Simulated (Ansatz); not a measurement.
Relaxation of CH₄O₂S₂ (9 atoms, charge 0, multiplicity 1), to a largest force component of 0.02 eV/Å in at most 40 steps.

Level of theory: Ansatz, UKS PBE0-D4/STO-3G.

```xyz
9
Properties=species:S:1:pos:R:3:forces:R:3
C -0.530 0.100 -1.072 1.21 -0.12 0.16
S 1.245 0.145 -0.682 0.42 0.93 -1.58
H -0.691 -0.545 -1.928 -0.41 -0.28 -0.39
H -0.821 1.119 -1.306 -0.30 0.34 -0.13
H -1.081 -0.251 -0.204 -0.53 -0.16 0.30
H 1.386 -1.161 -0.459 -0.09 -0.85 0.05
O 0.309 -1.033 2.003 -3.11 -10.17 0.77
S 0.655 0.366 1.893 11.58 4.08 1.86
O -0.472 1.258 1.755 -8.78 6.23 -1.05
```

Problem. Where does it end, and by what steps?

Solution. The forces met the threshold. Limits of this set-up: minimal basis. After 19 steps the energy has fallen by 2.718 eV; S8 moved furthest, 1.04 Å. The start is strongly strained (largest force component 12 eV/Å).

```json
{"step": "0", "energy less start (eV)": "0.0000", "largest force component (eV/Å)": "11.581", "accepted": "yes"}
{"step": "1", "energy less start (eV)": "-1.7507", "largest force component (eV/Å)": "6.036", "accepted": "yes"}
{"step": "2", "energy less start (eV)": "-2.2463", "largest force component (eV/Å)": "3.422", "accepted": "yes"}
{"step": "3", "energy less start (eV)": "-2.5186", "largest force component (eV/Å)": "0.408", "accepted": "yes"}
{"step": "4", "energy less start (eV)": "-2.5562", "largest force component (eV/Å)": "0.206", "accepted": "yes"}
{"step": "5", "energy less start (eV)": "-2.5406", "largest force component (eV/Å)": "1.000", "accepted": "no"}
{"step": "6", "energy less start (eV)": "-2.5697", "largest force component (eV/Å)": "0.081", "accepted": "yes"}
{"step": "7", "energy less start (eV)": "-2.5767", "largest force component (eV/Å)": "0.120", "accepted": "yes"}
{"step": "8", "energy less start (eV)": "-2.5790", "largest force component (eV/Å)": "0.087", "accepted": "yes"}
{"step": "9", "energy less start (eV)": "-2.5857", "largest force component (eV/Å)": "0.415", "accepted": "yes"}
{"step": "10", "energy less start (eV)": "-2.5928", "largest force component (eV/Å)": "0.597", "accepted": "yes"}
{"step": "11", "energy less start (eV)": "-2.6345", "largest force component (eV/Å)": "0.341", "accepted": "yes"}
{"step": "12", "energy less start (eV)": "-2.6420", "largest force component (eV/Å)": "0.264", "accepted": "yes"}
{"step": "13", "energy less start (eV)": "-2.6735", "largest force component (eV/Å)": "0.118", "accepted": "yes"}
{"step": "14", "energy less start (eV)": "-2.6839", "largest force component (eV/Å)": "0.927", "accepted": "yes"}
{"step": "15", "energy less start (eV)": "-2.7085", "largest force component (eV/Å)": "0.239", "accepted": "yes"}
{"step": "16", "energy less start (eV)": "-2.7154", "largest force component (eV/Å)": "0.174", "accepted": "yes"}
{"step": "17", "energy less start (eV)": "-2.7176", "largest force component (eV/Å)": "0.073", "accepted": "yes"}
{"step": "18", "energy less start (eV)": "-2.7178", "largest force component (eV/Å)": "0.024", "accepted": "yes"}
{"step": "19", "energy less start (eV)": "-2.7179", "largest force component (eV/Å)": "0.019", "accepted": "yes"}
```

```xyz
9
Properties=species:S:1:pos:R:3
C -0.499 0.202 -1.259
S 1.238 -0.306 -1.288
H -1.186 -0.621 -1.501
H -0.664 0.999 -1.995
H -0.763 0.589 -0.261
H 1.222 -0.713 0.019
O 1.043 -1.064 1.787
S 0.243 -0.003 2.778
O -0.633 0.917 1.720
```

Time of the run: 4 min on 1 CPU thread of a shared host.
